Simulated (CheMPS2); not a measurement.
# C2H5O− (SMILES CC[O-]): DMRG/ANO-RCC-MB

Aim: the energy change on altering one bond length of C2H5O− at DMRG/ANO-RCC-MB, from 2 runs. 

The calculation is run with CheMPS2 1.8.12.

4 further runs of the same task are left out: 2 that didn't finish, 2 set aside as unsound or not needed. Runs told in other sessions of the task aren't counted.

### Step 1. The structure to begin with

The species is C2H5O− (8 atoms), meant as a singlet with charge -1. SMILES: `CC[O-]`. The shape is that of a GFN2-xTB optimisation.

Bond lengths: C1–C2 1.579 Å, C2–O3 1.295 Å, C1–H4 1.094 Å, C1–H5 1.090 Å, C1–H6 1.090 Å, C2–H7 1.162 Å, C2–H8 1.162 Å. Some angles: C1–C2–O3 116.1°, C1–C2–H7 103.6°, C1–C2–H8 103.6°, O3–C2–H7 114.7°, O3–C2–H8 114.7°, C2–C1–H4 111.2°, C2–C1–H5 109.6°, C2–C1–H6 109.6°, H7–C2–H8 102.5°, H4–C1–H5 109.1°.

### Step 2. A single-point energy at DMRG/ANO-RCC-MB

Input file prepare.py:

```python
import numpy as np
from pyscf import ao2mo, cc, dft, gto, lo, mcscf, mp, scf
from pyscf.tools import fcidump

mol = gto.M(atom="""
C
C 1 1.578858
O 2 1.295146 1 116.11659
H 1 1.09393 2 111.20336 3 -179.68008
H 1 1.089575 4 109.06556 2 120.92825
H 1 1.089663 5 108.3195 4 -118.60433
H 2 1.161761 3 114.68554 1 120.91288
H 2 1.161605 7 102.52978 3 -124.91923
""", basis="ano-rcc-mb", charge=-1, verbose=3, max_memory=2000)
print("nao = %d" % (mol.nao))
mf = scf.RHF(mol)
mf.conv_tol = 1e-10
mf.max_cycle = 200
mf.kernel()
if not mf.converged:
    mf = mf.newton().run(mf.mo_coeff, mf.mo_occ)
print(f"SCF energy = {mf.e_tot:.10f}")
ref = mf
pt = mp.MP2(ref, frozen=3).run()
mycc = cc.CCSD(ref, frozen=3)
mycc.max_cycle = 150
mycc.kernel()
print("E(MP2) = %.10f" % (pt.e_tot))
if mycc.converged:
    print("E(CCSD) = %.10f" % (mycc.e_tot))
    print("E(CCSD(T)) = %.10f" % (mycc.e_tot + mycc.ccsd_t()))
    print("T1 diagnostic = %.4f" % (mycc.get_t1_diagnostic()))
ks = dft.RKS(mol, xc="lda,vwn5").set(conv_tol=1e-9, verbose=3).run()
if ks.converged:
    print("E(SVWN5) = %.8f" % (ks.e_tot))
ks = dft.RKS(mol, xc="revpbe").set(conv_tol=1e-9, verbose=3).run()
if ks.converged:
    print("E(revPBE) = %.8f" % (ks.e_tot))
ks = dft.RKS(mol, xc="camb3lyp").set(conv_tol=1e-9, verbose=3).run()
if ks.converged:
    print(f"E(CAM-B3LYP) = {ks.e_tot:.8f}")
mo = mf.mo_coeff.copy()
for a, b in ((3, 13), (13, 20)):
    if b - a > 1:
        mo[:, a:b] = lo.Boys(mol, mo[:, a:b]).kernel()
mf.mo_coeff = mo
cas = mcscf.CASCI(mf, 17, 20)
h1, ecore = cas.get_h1eff()
fcidump.from_integrals("FCIDUMP", h1, cas.get_h2eff(), 17, 20, nuc=ecore, ms=0)
```

Input file chemps2.input:

```
FCIDUMP = FCIDUMP
GROUP = 0
MULTIPLICITY = 1
NELECTRONS = 20
IRREP = 0
EXCITATION = 0
SWEEP_STATES = 112, 150, 150
SWEEP_ENERGY_CONV = 1e-05, 1e-05, 1e-07
SWEEP_MAX_SWEEPS = 4, 4, 6
SWEEP_NOISE_PREFAC = 0.05, 0.005, 0.0
SWEEP_DVDSON_RTOL = 1e-04, 1e-04, 1e-05
NOCC = 0
NACT = 17
NVIR = 0
MOLCAS_FIEDLER = TRUE
PRINT_CORR = TRUE
TMP_FOLDER = .
```

The run is started by

```sh
$ python prepare.py && chemps2 --file=chemps2.input
```

What it wrote:

```text
$ python prepare.py
nao = 20
converged SCF energy = -153.236680509838
SCF energy = -153.2366805098
E(RMP2) = -153.36380049691  E_corr = -0.127119987071817
E(SCS-RMP2) = -153.373661685323  E_corr = -0.136981175484965
E(CCSD) = -153.4009881200565  E_corr = -0.1643076102182675
E(MP2) = -153.3638004969
E(CCSD) = -153.4009881201
CCSD(T) correction = -0.00336794875887969
E(CCSD(T)) = -153.4043560688
T1 diagnostic = 0.0118
converged SCF energy = -152.947982358012
E(SVWN5) = -152.94798236
converged SCF energy = -154.19861083862
E(revPBE) = -154.19861084
converged SCF energy = -154.161448596946
E(CAM-B3LYP) = -154.16144860

$ chemps2 --file=chemps2.input

Running chemps2 version 1.8.12 () with the following options:

   FCIDUMP            = FCIDUMP
   GROUP              = c1
   MULTIPLICITY       = 1
   NELECTRONS         = 20
   IRREP              = A
   EXCITATION         = 0
   SWEEP_STATES       = [ 112 ; 150 ; 150 ]
   SWEEP_ENERGY_CONV  = [ 1e-05 ; 1e-05 ; 1e-07 ]
   SWEEP_MAX_SWEEPS   = [ 4 ; 4 ; 6 ]
   SWEEP_NOISE_PREFAC = [ 0.05 ; 0.005 ; 0 ]
   SWEEP_DVDSON_RTOL  = [ 0.0001 ; 0.0001 ; 1e-05 ]
   NOCC               = [ 0 ]
   NACT               = [ 17 ]
   NVIR               = [ 0 ]
   MOLCAS_2RDM        =
   MOLCAS_3RDM        =
   MOLCAS_F4RDM       =
[... 48 lines left out ...]
***     Minimum energy           = -153.397858839005
[... 36 lines left out ...]
***     Maximum discarded weight = 2.95932674842256e-06
[... 13 lines left out ...]
***     Minimum energy           = -153.404739762443
[... 8 lines left out ...]
***     Maximum discarded weight = 1.06525154916657e-05
[... 14 lines left out ...]
***     Maximum discarded weight during the last sweep     = 1.05815121830913e-05
[... 12 lines left out ...]
***     Minimum energy           = -153.404807689982
[... 8 lines left out ...]
***     Maximum discarded weight = 5.15986174484645e-06
[... 14 lines left out ...]
***     Maximum discarded weight during the last sweep     = 5.1246482587159e-06
[... 12 lines left out ...]
***     Minimum energy           = -153.404812155494
[... 8 lines left out ...]
***     Maximum discarded weight = 5.21901740336092e-06
[... 14 lines left out ...]
***     Maximum discarded weight during the last sweep     = 5.21908110920369e-06
[... 157 lines left out ...]
   Columns 17 to 17

    0.011523
    0.000170
    0.000653
    0.000076
    0.000077
    0.000622
    0.000654
    0.001959
    0.002188
    0.001957
    0.000211
    0.002764
    0.003419
    0.000067
    0.002766
    0.000066
   -0.000115

--------------------------------------------------------
Two-orbital mutual information = 0.5 * ( s1(i) + s1(j) - s2(i,j) ) * ( 1 - delta(i,j) )
Hamiltonian index order is used!

   Columns 1 to 8

    0           0.000137    0.001167    0.000045    0.000044    0.000785    0.001167    0.005811
    0.000137    0           0.000170    0.003192    0.003187    0.003510    0.000173    0.000048
    0.001167    0.000170    0           0.000171    0.000304    0.003109    0.003711    0.001401
[... 13 lines of this table left out ...]
    0.061642    0.000137    0.001316    0.000038    0.000039    0.000929    0.001322    0.008622

   Columns 9 to 16

    0.006807    0.005790    0.000177    0.005765    0.006585    0.000064    0.005775    0.000063
    0.000100    0.000046    0.056169    0.000097    0.002565    0.002718    0.000098    0.002719
    0.000648    0.000665    0.000186    0.060612    0.002655    0.000311    0.002516    0.000171
[... 13 lines of this table left out ...]
    0.009539    0.008637    0.000275    0.006325    0.007205    0.000066    0.006332    0.000057

   Columns 17 to 17

    0.061642
    0.000137
    0.001316
    0.000038
    0.000039
    0.000929
    0.001322
    0.008622
    0.009539
    0.008637
    0.000275
    0.006325
    0.007205
    0.000066
    0.006332
    0.000057
    0

--------------------------------------------------------
```

It took 1.8 min on 1 thread of Arm Neoverse V2, shared host; peak memory 0.2 GiB.

### Step 3. The distorted shape: a single-point energy at DMRG/ANO-RCC-MB

Input file prepare.py:

```python
import numpy as np
from pyscf import ao2mo, cc, dft, gto, lo, mcscf, mp, scf
from pyscf.tools import fcidump

geom = """
C     -1.185414     1.526109    -0.688441
C      0.477670    -0.570660     0.267650
O      1.695330    -0.242880     0.563060
H     -2.193834     1.162829    -0.907071
H     -0.754694     1.948319    -1.595851
H     -1.245604     2.314679     0.061159
H      0.380600    -1.390740    -0.549500
H     -0.130580    -1.020160     1.149300
"""
mol = gto.M(
    atom=geom,
    basis="ano-rcc-mb",
    charge=-1,
    verbose=3,
)
print("basis functions = %d" % (mol.nao))
mf = scf.RHF(mol)
mf.conv_tol = 1e-10
mf.max_cycle = 200
mf.kernel()
if not mf.converged:
    mf = mf.newton().run(mf.mo_coeff, mf.mo_occ)
print("SCF energy = %.10f" % (mf.e_tot))
# single-reference ladder for comparison
ref = mf
pt = mp.MP2(ref, frozen=3).run()
mycc = cc.CCSD(ref, frozen=3)
mycc.max_cycle = 150
mycc.kernel()
print("E(MP2) = %.10f" % (pt.e_tot))
if mycc.converged:
    print("E(CCSD) = %.10f" % (mycc.e_tot))
    print("CCSD(T) total energy = %.10f" % (mycc.e_tot + mycc.ccsd_t()))
    print(f"T1 = {mycc.get_t1_diagnostic():.4f}")
# a few density functionals on the same geometry and basis
ks = dft.RKS(mol, xc="lda,vwn5").set(conv_tol=1e-9, verbose=3).run()
if ks.converged:
    print(f"E(SVWN5) = {ks.e_tot:.8f}")
ks = dft.RKS(mol, xc="revpbe").set(conv_tol=1e-9, verbose=3).run()
if ks.converged:
    print(f"E(revPBE) = {ks.e_tot:.8f}")
ks = dft.RKS(mol, xc="camb3lyp").set(conv_tol=1e-9, verbose=3).run()
if ks.converged:
    print("E(CAM-B3LYP) = %.8f" % (ks.e_tot))
# split localisation
mo = mf.mo_coeff.copy()
for a, b in ((3, 13), (13, 20)):
    if b - a > 1:
        mo[:, a:b] = lo.Boys(mol, mo[:, a:b]).kernel()
mf.mo_coeff = mo
# FCIDUMP for the DMRG program
cas = mcscf.CASCI(mf, 17, 20)
h1, ecore = cas.get_h1eff()
fcidump.from_integrals("FCIDUMP", h1, cas.get_h2eff(), 17, 20, nuc=ecore, ms=0)
```

Input file chemps2.input:

```
FCIDUMP = FCIDUMP
GROUP = 0
MULTIPLICITY = 1
NELECTRONS = 20
IRREP = 0
EXCITATION = 0
SWEEP_STATES = 62, 125, 187, 250, 250
SWEEP_ENERGY_CONV = 1e-04, 1e-04, 1e-04, 1e-04, 1e-06
SWEEP_MAX_SWEEPS = 4, 2, 4, 2, 6
SWEEP_NOISE_PREFAC = 0.5, 0.05, 0.05, 0.005, 0.0
SWEEP_DVDSON_RTOL = 3e-05, 3e-05, 3e-05, 3e-05, 3e-06
NOCC = 0
NACT = 17
NVIR = 0
MOLCAS_FIEDLER = TRUE
PRINT_CORR = TRUE
TMP_FOLDER = .
```

The run is started by

```sh
$ python prepare.py && chemps2 --file=chemps2.input
```

What it wrote:

```text
$ python prepare.py
basis functions = 20
converged SCF energy = -153.134169939219
SCF energy = -153.1341699392
E(RMP2) = -153.30449321274  E_corr = -0.170323273520907
E(SCS-RMP2) = -153.31611975758  E_corr = -0.181949818361776
E(CCSD) = -153.3383007518179  E_corr = -0.2041308125992987
E(MP2) = -153.3044932127
E(CCSD) = -153.3383007518
CCSD(T) correction = -0.0105002716760703
CCSD(T) total energy = -153.3488010235
T1 = 0.0293
converged SCF energy = -152.88631260343
E(SVWN5) = -152.88631260
converged SCF energy = -154.156486851834
E(revPBE) = -154.15648685
converged SCF energy = -154.090769160542
E(CAM-B3LYP) = -154.09076916

$ chemps2 --file=chemps2.input

Running chemps2 version 1.8.12 () with the following options:

   FCIDUMP            = FCIDUMP
   GROUP              = c1
   MULTIPLICITY       = 1
   NELECTRONS         = 20
   IRREP              = A
   EXCITATION         = 0
   SWEEP_STATES       = [ 62 ; 125 ; 187 ; 250 ; 250 ]
   SWEEP_ENERGY_CONV  = [ 0.0001 ; 0.0001 ; 0.0001 ; 0.0001 ; 1e-06 ]
   SWEEP_MAX_SWEEPS   = [ 4 ; 2 ; 4 ; 2 ; 6 ]
   SWEEP_NOISE_PREFAC = [ 0.5 ; 0.05 ; 0.05 ; 0.005 ; 0 ]
   SWEEP_DVDSON_RTOL  = [ 3e-05 ; 3e-05 ; 3e-05 ; 3e-05 ; 3e-06 ]
   NOCC               = [ 0 ]
   NACT               = [ 17 ]
   NVIR               = [ 0 ]
   MOLCAS_2RDM        =
   MOLCAS_3RDM        =
   MOLCAS_F4RDM       =
[... 48 lines left out ...]
***     Minimum energy           = -153.295912799715
[... 36 lines left out ...]
***     Maximum discarded weight = 3.9312717434937e-06
[... 13 lines left out ...]
***     Minimum energy           = -153.350243556485
[... 8 lines left out ...]
***     Maximum discarded weight = 1.07657235408418e-05
[... 14 lines left out ...]
***     Maximum discarded weight during the last sweep     = 1.08544826378161e-05
[... 12 lines left out ...]
***     Minimum energy           = -153.350394118584
[... 8 lines left out ...]
***     Maximum discarded weight = 1.94425875761169e-06
[... 14 lines left out ...]
***     Maximum discarded weight during the last sweep     = 1.94398451975878e-06
[... 12 lines left out ...]
***     Minimum energy           = -153.350426091948
[... 14 lines left out ...]
***     Minimum energy           = -153.350429769952
[... 7 lines left out ...]
***     Maximum discarded weight = 8.38510652299556e-08
[... 14 lines left out ...]
***     Maximum discarded weight = 8.93799482296889e-08
[... 14 lines left out ...]
***     Maximum discarded weight during the last sweep     = 9.22260770246203e-08
[... 157 lines left out ...]
   Columns 17 to 17

    0.000039
    0.000022
    0.000591
    0.000021
    0.000053
    0.001277
    0.004674
    0.000598
    0.000003
    0.000002
    0.002832
    0.000068
    0.000089
    0.001206
    0.000009
    0.001203
   -0.000025

--------------------------------------------------------
Two-orbital mutual information = 0.5 * ( s1(i) + s1(j) - s2(i,j) ) * ( 1 - delta(i,j) )
Hamiltonian index order is used!

   Columns 1 to 8

    0           0.001461    0.000080    0.001500    0.031513    0.010866    0.000067    0.000073
    0.001461    0           0.000042    0.003422    0.001889    0.002780    0.000046    0.000040
    0.000080    0.000042    0           0.000041    0.000090    0.007931    0.002276    0.002313
[... 13 lines of this table left out ...]
    0.000019    0.000007    0.002112    0.000012    0.000018    0.004644    0.060853    0.002123

   Columns 9 to 16

    0.002265    0.002339    0.048636    0.001785    0.001794    0.000025    0.025730    0.000019
    0.000516    0.000812    0.004777    0.001937    0.067773    0.000010    0.002053    0.000012
    0.000005    0.000006    0.006174    0.000089    0.000089    0.061123    0.000003    0.002098
[... 13 lines of this table left out ...]
    0.000002    0.000000    0.003959    0.000050    0.000053    0.002480    0.000001    0.002479

   Columns 17 to 17

    0.000019
    0.000007
    0.002112
    0.000012
    0.000018
    0.004644
    0.060853
    0.002123
    0.000002
    0.000000
    0.003959
    0.000050
    0.000053
    0.002480
    0.000001
    0.002479
    0

--------------------------------------------------------
```

Run time: 2.4 min. Hardware: 1 thread of Arm Neoverse V2, shared host; peak memory 0.2 GiB.

### Step 4. What came out

Level: DMRG/ANO-RCC-MB, 3 core orbitals frozen.

```
                                                         quantity          value
                             run 1, DMRG/ANO-RCC-MB: total energy  -153.40481 Eh
           run 1, DMRG/ANO-RCC-MB: T1 diagnostic of the CCSD step          0.012
                                    distorted shape: total energy  -153.35043 Eh
                  distorted shape: T1 diagnostic of the CCSD step          0.029
energy change with the C1–C2 bond stretched from 1.579 to 2.842 Å       1.480 eV
```

With the C1–C2 bond stretched from 1.579 to 2.842 Å the energy rises by 1.48 eV (143 kJ/mol). The first shape isn't relaxed at this level, so the change isn't measured from a minimum. The minimal basis adds a large error of its own. The basis (run 1, DMRG/ANO-RCC-MB) was made for a relativistic Hamiltonian, but the run is non-relativistic. The T1 diagnostic (distorted shape) of 0.029 is above the customary mark for such species, so a single reference may not serve. The basis (distorted shape) was made for a relativistic Hamiltonian, but the run is non-relativistic.
